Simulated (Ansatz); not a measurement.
# CF+ (quintet): wave-function methods side by side, def2-TZVPP

One table from this session's results is given with a row withheld; the runs are named, their logs left out.

Method: def2-TZVPP, core rule «outside noble gas», up to 2 orbitals frozen; program: Ansatz 0.2.0, Gaussian basis.

The runs, in order: UHF; ROHF; CCSD(T) on UHF.

2 further runs of the same task are left out: 2 set aside as unsound or not needed.

**What is computed**

The geometry is a PBE0/def2-TZVP stationary point (not a proven minimum) of the parent state, kept for this charge and spin.

2 atoms, charge 1, spin multiplicity 5.

Atoms are counted from 1 here; the program's logs count them from 0.

Bond lengths: C1–F2 1.207 Å.

The first run:

in.yaml

```yaml
crystal:
  periodic: [false, false, false]
  atoms:
    - {symbol: C, position_ang: [0.000000, 0.000000, 0.000000]}
    - {symbol: F, position_ang: [0.000000, 0.000000, 1.206700]}
basis:
  gaussian: {orbitals: def2-TZVPP}
total_charge: 1
magnetization: {spin_polarized: true, initial_magnetization: 4}
hamiltonian: {xc: hf}
output: {orbitals: {seedname: orbitals}}
```

Run with:

```console
ansatz run in.yaml --threads 1 --pin off --events-out ev --progress --plain --max-ram 4096MiB --backend cpu
```

Among the steps run: UHF; ROHF; CCSD(T) on UHF.

One table of the session follows, with a row left open; its other results are not shown here.

```
  method  from UCCSD(T) (kcal/mol)
    ROHF                   +163.21
     UHF                   +159.28
    UMP2                         ?
   UCCSD                     +3.04
UCCSD(T)                         0
```

Q: Estimate the row for UMP2 from the others.

As computed: from UCCSD(T) (kcal/mol): +15.28. In the column «from UCCSD(T) (kcal/mol)» it lies between UCCSD (+3.04) and UHF (+159.28).
